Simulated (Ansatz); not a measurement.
CaIrO$_{3}$ (Cmcm)

The calculation used DFT r2SCAN, scalar-relativistic, plane waves, PAW (Ansatz 0.2.0).

Plane waves to 500 eV, a k mesh through Γ of 12×12×6 on the computed 10-atom cell and Gaussian smearing (0.10 eV); collinear spin from starting moments 0 0 0.49 0.49 0.16 0.16 0 0 0 0 μB.

The structure is relaxed at this level of theory with its symmetry kept.

The structure is orthorhombic, space group Cmcm (No. 63). Conventional cell: a = 3.171 Å, b = 9.774 Å, c = 7.298 Å, α = 90.00°, β = 90.00°, γ = 90.00°. Ca (site symmetry m2m) is surrounded by 8 O at 2.31 to 2.52 Å. Around Ir (site symmetry 2/m) lie 6 O at 1.98 to 2.04 Å. O (site symmetry m2m) is surrounded by 2 Ir at 1.98 Å. Around O (site symmetry m) lie 2 Ir at 2.04 Å.

| Quantity | Value |
| --- | --- |
| Volume per atom | 11.31 Å³ |
| Formation energy from the elements' standard states (uncorrected) | -1.899 eV/atom |
| Generalised Kohn–Sham band gap | none (metal) |
| Density of states at the Fermi level | 2.79 states/eV per cell |
| Löwdin character within 0.5 eV of the Fermi level | Ir 5d 57 %, O 2p 39 % |
| Bader charges (e) | Ca (2 in the cell) 1.59, Ir (2 in the cell) 1.69, O (2 in the cell) -1.09, O (4 in the cell) -1.10 |
| Total moment | 1.99 μB per cell |
| Site moments (μB; atoms counted from 1 over the whole cell) | Ir (atom 3) 0.45, Ir (atom 4) 0.45, O (atom 5) 0.15, O (atom 6) 0.15, O (atom 7) 0.10, O (atom 8) 0.10, O (atom 9) 0.10, O (atom 10) 0.10 |

The state reached may not be the lowest one. Spin-orbit coupling is left out, which matters for the bands of heavy elements.

Only this magnetic start was tried.

Cost: 1 run of about 8.4 core-minutes, on Intel Xeon 6975P-C (Granite Rapids) (shared hosts).